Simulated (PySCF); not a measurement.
# A rate constant, worked out

An elementary step of CH8BN, singlet (CH₅B ([BH2][CH3]) + NH₃ → BNH₄ ([BH2][NH2]) + CH₄; B–C, H–N broken or loosened, B–N, C–H formed or tightened). The start structure is the complex of the reactants, bound by 1.13 eV, and the electronic barrier above it is 1.899 eV by CCSD(T) at an estimated basis limit (MP2 extrapolated from triple and quadruple zeta, plus CCSD(T) − MP2 in triple zeta). Program: PySCF 2.14 with density fitting (its default auxiliary sets; JK sets also for MP2 and CCSD(T)). Basis: def2-TZVPP and def2-QZVPP. Cores are frozen in the correlated methods. Extrapolation: Hartree–Fock as exp(−7.88 √X), correlation as X^−2.97. Harmonic wavenumbers (analytic Hessian with the translational sum rule) at PBE0-D4/def2-TZVP (PySCF 2.14 with density fitting (its default auxiliary sets; JK sets also for MP2 and CCSD(T))), in cm⁻¹:

Start: 204, 223, 289, 615, 638, 700, 711, 851, 990, 1058, 1084, 1173, 1203, 1314, 1328, 1467, 1472, 1658, 1661, 2427, 2452, 3000, 3053, 3098, 3476, 3580, 3597.

Saddle: 1412i, 156, 277, 503, 594, 612, 691, 764, 808, 888, 1001, 1099, 1139, 1177, 1228, 1285, 1462, 1502, 1572, 1987, 2536, 2607, 3047, 3133, 3151, 3598, 3704.

Problem. Work out the transition-state-theory rate constant at 900 K from these numbers alone (harmonic vibrations; rotation, path degeneracy and anharmonicity left out), and the Wigner tunnelling factor. Use 1 cm⁻¹ = 1.2398 × 10⁻⁴ eV and k_B = 8.617 × 10⁻⁵ eV/K.

Solution. Zero-point energies, half the sums: start 43322/2 cm⁻¹ = 2.6856 eV; saddle, real modes only, 40521/2 cm⁻¹ = 2.5120 eV.
Barrier with zero-point energy: 1.899 + 2.5120 − 2.6856 = 1.7254 eV.
k_BT = 0.07756 eV, so the barrier is 22.25 k_BT.
Vibrational partition functions from the zero-point level, ln q = −Σ ln(1 − exp(−hν/k_BT)): start 7.104, saddle 6.871.
k = (k_BT/h) exp(ln q‡ − ln q) exp(−E0/k_BT), with log₁₀(k_BT/h in s⁻¹) = 13.27: log₁₀ k = 13.27 + (-0.233 − 22.25)/2.3026 = 3.51, so k ≈ 3 × 10^(3) s⁻¹.
Wigner factor: 1 + (hν‡/k_BT)²/24 = 1 + (2.26)²/24 = 1.21. A change of 1 kcal/mol (0.043 eV) in the barrier would change k by a factor of 1.7 at this temperature.

T1 diagnostic: at most 0.012.

The step is the kind of exchange with an N–H group that builds nitride films in atomic layer and chemical vapour deposition.

Labels in which every atom is bracketed show which atoms are joined, not bond orders.

For scale, one of the runs: CCSD(T)/def2-TZVPP, 205 basis functions, launched by `OMP_NUM_THREADS=4 python run.py`. Time: 7.3 min of wall clock on 4 CPU threads of an Intel Xeon; the host was shared. Peak host memory: 2.5 GiB.
